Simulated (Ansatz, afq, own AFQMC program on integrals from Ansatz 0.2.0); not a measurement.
CH₂Al, doublet: AFQMC among the cluster methods

```xyz
4

Al    0.0000   -0.1078    0.5675
C     0.0000    0.1965   -1.2432
H     0.0000    0.8566    1.8248
H     0.0000   -0.3133   -2.2039
```

Connectivity, by distances: AlH–CH.

Basis cc-pVDZ. Only valence electrons are correlated. AFQMC by an in-house program on the Cholesky factors that Ansatz 0.2.0 writes for its CCSD(T) run. ph-AFQMC/CISD is guided by a CISD state made of CCSD amplitudes; releasing the constraint for a short imaginary time cuts its bias at the price of noise, slowly where states lie close. ± is one standard error of the sampling.

Determinant: ROHF, the one that the program's search chose, which needn't be the lowest solution. The geometry is a point of a scan.

No full CI on the walks' own integrals is used here; CCSDT(Q) serves as the reference and is uncertain by about the last step of the cluster series.

Cautions: higher spins were not checked; a spin-contaminated unrestricted determinant lies lower (UHF 1.11 eV lower, ⟨S²⟩ 1.57); strong correlation (T1 0.043, weight of the determinant 0.83, largest double 0.21); the released energies are still falling, so no released level is given (meV from the phaseless value at times in 1/Eh: 7 ± 15 at 0.24, -16 ± 16 at 0.51, -23 ± 15 at 0.99, -35 ± 19 at 1.62, -88 ± 22 at 2.40), though the last usable value meets CCSDT(Q) within the noise.

- T1 diagnostic: 0.0435
- weight of the determinant in the CISD state: 0.826
- size of the correlated space: 9 electrons in 36 orbitals

Reference: CCSDT(Q), correlation energy -6.225 eV.

| level | E − E(reference) (mEh) | share of correlation (%) |
| --- | --- | --- |
| HF | 228.75 | 0.00 |
| MP2 | 45.49 | 80.11 |
| CCSD | 12.80 | 94.40 |
| CCSD(T) | 2.67 | 98.83 |
| CCSDT | 1.03 | 99.55 |
| ph-AFQMC/HF | 8.03 ± 2.73 | 96.49 |
| ph-AFQMC/CISD | 2.58 ± 0.84 | 98.87 |

A walk keeps the symmetry of its determinant, which the program's search chose and which needn't be the lowest solution, so a lower state of the same spin and another symmetry isn't excluded.
